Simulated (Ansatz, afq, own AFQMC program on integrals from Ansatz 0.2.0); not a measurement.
**BeCl⁻, singlet → BeCl, doublet**

```xyz
2

Cl    0.0000    0.0000    0.0000
Be    0.0000    0.0000    1.9446
```

E(doublet, charge +0) − E(singlet, charge -1) at this geometry, on RHF and UHF determinants.

Basis aug-cc-pVDZ. Only valence electrons are correlated. Ansatz 0.2.0 and our own AFQMC program on the same integrals; the CISD trial comes from CCSD amplitudes, and released means the phaseless constraint is let go. Uncertainties: one standard error, sampling alone. The errors of all members are added in quadrature.

No full CI on the walks' own integrals is used here; CCSDT(Q) serves as the reference and is uncertain by about the last step of the cluster series. Each member takes its own surest rung, up to full CI.

Errors are counted within aug-cc-pVDZ, not against nature.

Cautions: BeCl⁻ (singlet): restricted determinant unstable towards unrestricted (UHF 28 meV lower, ⟨S²⟩ 0.26).

| level | vertical detachment energy (kJ/mol) |
| --- | --- |
| MP2 | 97.2 |
| CCSD | 121.0 |

(1) From these cheaper values, estimate the vertical detachment energy at the reference level in aug-cc-pVDZ.

(1) 125.1 kJ/mol (CCSDT(Q) in aug-cc-pVDZ).

```csv
level,vertical detachment energy (kJ/mol),error against CCSDT(Q) (kJ/mol)
HF,24.7,-100.5
CCSD(T),124.7,-0.5
CCSDT,124.8,-0.3
ph-AFQMC/CISD,128.0 ± 1.8,2.9 ± 1.8
released AFQMC,126.7 ± 2.0,1.6 ± 2.0
```

Correlation beyond CCSD(T) adds 0.5 kJ/mol. The perturbative (T) step is worth +3.7 kJ/mol.

A walk keeps the symmetry of its determinant, which the program's search chose and which needn't be the lowest solution, so a lower state of the same spin and another symmetry isn't excluded. Released energies are given only where the last usable release times agree within the noise; a slower fall can still hide under it.
